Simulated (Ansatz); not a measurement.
Atomization energy of C₄H₅N, singlet, from cheap to dear

Geometry (MP2(full)/6-31G*, from the G2/97 set):

| atom | x (Å) | y (Å) | z (Å) |
| --- | --- | --- | --- |
| H | 0.0000 | 0.0000 | 2.1290 |
| N | 0.0000 | 0.0000 | 1.1184 |
| C | 0.0000 | 1.1245 | 0.3332 |
| C | 0.0000 | -1.1245 | 0.3332 |
| C | 0.0000 | 0.7084 | -0.9841 |
| C | 0.0000 | -0.7084 | -0.9841 |
| H | 0.0000 | 2.1129 | 0.7702 |
| H | 0.0000 | -2.1129 | 0.7702 |
| H | 0.0000 | 1.3573 | -1.8494 |
| H | 0.0000 | -1.3573 | -1.8494 |

Measured, as an electronic atomization energy: 1071.7 kcal/mol (G2/97 heats of formation of molecule and atoms, with zero-point and thermal terms from B3LYP taken off; Curtiss et al., J. Chem. Phys. 106, 1063 (1997), Staroverov et al., J. Chem. Phys. 119, 12129 (2003)). The measured value holds scalar relativity and spin–orbit coupling, which all computed ones lack, and core correlation, which the wave-function levels lack. Atoms are taken at the same level; beside RHF, RMP2 and RCC rows they are unrestricted. Truncated CI is not size-consistent. The atoms' steps beyond CCSDT(Q) are taken from restricted open-shell runs, which share full CI's core. Ansatz 0.2.0; the 6-31G* set has Cartesian d functions; a miss is computed less measured; times are wall times on shared hosts and scatter by a factor of two or so.

| level | basis | miss (kcal/mol) | time of the run | hardware |
| --- | --- | --- | --- | --- |
| RHF | STO-3G | -206.3 | – | – |
| UHF | STO-3G | -204.3 | – | – |
| UMP2 | STO-3G | -67.5 | – | – |
| UCCSD(T) | STO-3G | -37.5 | 2 s | 1 CPU thread |
| UCCSDTQ | STO-3G | -36.1 | 9.1 min | H100 + 2 CPU threads |
| PBE | STO-3G | 185.8 | 1.5 s | 1 CPU thread |
| B3LYP | STO-3G | 124.2 | 1.2 s | 1 CPU thread |
| wB97M-V | STO-3G | 160.7 | 4.5 s | 1 CPU thread |
| B2PLYP | STO-3G | 62.2 | 1.7 s | 1 CPU thread |
| RMP2 | 6-31G | -144.8 | – | – |
| RCCSD(T) | 6-31G | -152.8 | 2.2 s | 1 CPU thread |
| RCCSDT(Q) | 6-31G | -151.9 | 15 s | H100 + 2 CPU threads |
| r2SCAN | 6-31G | -25.2 | 2.1 s | 1 CPU thread |
| B2PLYP | 6-31G | -72.2 | 1.8 s | 1 CPU thread |
| RCCSD(T) | 6-31G* | -91.7 | 3.6 s | 1 CPU thread |
| RCCSDT(Q) | 6-31G* | -91.0 | 62 s | H100 + 2 CPU threads |
| r2SCAN | 6-31G* | -1.3 | 2.9 s | 1 CPU thread |
| B3LYP | 6-31G* | -8.2 | 2.4 s | 1 CPU thread |
| wB97M-V | 6-31G* | 8.5 | 7 s | 1 CPU thread |
| B2PLYP | 6-31G* | -29.7 | 2.8 s | 1 CPU thread |
| RHF | cc-pVDZ | -322.3 | 2.4 s | 1 CPU thread |
| RMP2 | cc-pVDZ | -59.1 | – | – |
| RCCSD(T) | cc-pVDZ | -87.8 | 6 s | 1 CPU thread |
| RCCSDT(Q) | cc-pVDZ | -87.0 | 69 s | H100 + 2 CPU threads |
| PBE | cc-pVDZ | 28.1 | 2 s | 1 CPU thread |
| r2SCAN | cc-pVDZ | -7.9 | 3.3 s | 1 CPU thread |
| B3LYP | cc-pVDZ | -17.8 | 1.7 s | 1 CPU thread |
| B2PLYP | cc-pVDZ | -34.2 | 3.3 s | 1 CPU thread |
| RHF | cc-pVTZ | -308.1 | – | – |
| RMP2 | cc-pVTZ | -3.3 | – | – |
| RCCSD(T) | cc-pVTZ | -32.6 | 14 s (with forces) | H100 + 2 CPU threads |
| PBE | cc-pVTZ | 39.3 | 1.6 s | H100 + 2 CPU threads |
| r2SCAN | cc-pVTZ | 5.3 | 1.5 s (with forces) | H100 + 2 CPU threads |
| B3LYP | cc-pVTZ | -3.7 | 2.2 s | H100 + 2 CPU threads |
| wB97M-V | cc-pVTZ | 4.5 | 2.2 s (with forces) | H100 + 2 CPU threads |
| RCCSD(T) | cc-pVQZ | -14.9 | 21 s | H100 + 2 CPU threads |
| PBE | cc-pVQZ | 41.1 | 1.9 s | H100 + 2 CPU threads |
| r2SCAN | cc-pVQZ | 6.6 | 2.1 s | H100 + 2 CPU threads |
| B3LYP | cc-pVQZ | -1.3 | 1.8 s | H100 + 2 CPU threads |
| B2PLYP | cc-pVQZ | -0.1 | 3.4 s | H100 + 2 CPU threads |

HF's time is that of a plain UHF run. A dash: the level came out of a higher level's run.

A composite of the best parts (restricted reference, at this geometry, which isn't the minimum of the high levels):

```json
{"part": "Hartree–Fock limit (T, Q; exp(−5.46 √X))", "kcal/mol": "766.39"}
{"part": "CCSD(T) correlation limit (T, Q; X⁻³)", "kcal/mol": "302.38"}
{"part": "CCSDT − CCSD(T) (DZ)", "kcal/mol": "-0.72"}
{"part": "(Q) (DZ)", "kcal/mol": "1.48"}
{"part": "sum", "kcal/mol": "1069.5"}
{"part": "sum less measured", "kcal/mol": "-2.2"}
```
